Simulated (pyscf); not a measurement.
Thermochemistry of product channels of Cl–GeH₂• + NH₃ on the doublet surface, in kcal/mol, from ωB97M-D3(BJ)/def2-TZVP energies (ideal gas, 1 atm, RRHO with modes under 100 cm⁻¹ raised to 100, one conformer, R ln 2 for rigid chiral ones). Single points on ωB97X-D3(BJ)/def2-SVP structures (PySCF, gas phase).

| products | ΔE | ΔH(298 K) | ΔG(900 K) | ΔG(1200 K) |
|---|---|---|---|---|
| H₂N–GeH•–Cl + H₂ | +0.3 | -2.8 | +0.5 | +0.6 |
| •HN–GeH₂–Cl + H₂ | +30.0 | +24.2 | +27.6 | +27.7 |

These are energies of the channels, which say nothing of barriers. Elements up to Kr have no core potential and no relativistic terms here.
